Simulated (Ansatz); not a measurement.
# CHNS (SMILES N#CS): functionals against CCSD(T) at one geometry

One table from this session's results is given with a row withheld; the runs are named, their logs left out.

The runs use Ansatz 0.2.0, Gaussian basis; single points in def2-TZVPP.

Correlated methods freeze the cores.

### Starting geometry

SMILES `N#CS`, 4 atoms, charge 0, spin multiplicity 1.

Atoms are counted from 1 here; the program's logs count them from 0.

Bond lengths: N1–C2 1.118 Å, C2–S3 1.667 Å, S3–H4 1.406 Å. Angles: N1–C2–S3 174.1°, C2–S3–H4 97.6°.

Coordinates:

```xyz
4

N     0.93010   -0.26940    1.43120
C     0.35210   -0.24090    0.47470
S    -0.48190   -0.36710   -0.96310
H    -0.96580    0.95210   -1.01280
```

Set-up of the first run:

File run/in.yaml:

```yaml
crystal:
  periodic: [false, false, false]
  atoms:
    - {symbol: N, position_ang: [0.930100, -0.269400, 1.431200]}
    - {symbol: C, position_ang: [0.352100, -0.240900, 0.474700]}
    - {symbol: S, position_ang: [-0.481900, -0.367100, -0.963100]}
    - {symbol: H, position_ang: [-0.965800, 0.952100, -1.012800]}
basis:
  gaussian: {orbitals: def2-TZVPP}
correlation: {method: ccsd_t}
output: {forces: true}
```

The command line of these runs was not kept.

Among the steps run: CCSD(T)/def2-TZVPP; PBE0-D4/def2-TZVPP; wB97M-V/def2-TZVPP; r2SCAN-D4/def2-TZVPP; PBE-D4/def2-TZVPP; revPBE-D4/def2-TZVPP; HSE06-D4/def2-TZVPP.

One table of the session follows, with a row left open; its other results are not shown here.

| method | RMS force component (eV/Å) | angle to CCSD(T) forces (°) | dipole (D) |
| --- | --- | --- | --- |
| CCSD(T) | 2.472 | reference | 3.40 |
| PBE0-D4 | 2.007 | 3.7 | 3.51 |
| wB97M-V | 1.833 | 5.2 | 3.50 |
| r2SCAN-D4 | 2.255 | 4.6 | 3.53 |
| PBE-D4 | 2.606 | 5.8 | 3.46 |
| revPBE-D4 | 2.713 | 5.7 | 3.42 |
| HSE06-D4 | ? | ? | ? |

Estimate the missing values for HSE06-D4.

The run gave: RMS force component (eV/Å): 2.028; angle to CCSD(T) forces (°): 3.6; dipole (D): 3.51. In the column «RMS force component (eV/Å)» it lies between PBE0-D4 (2.007) and r2SCAN-D4 (2.255).
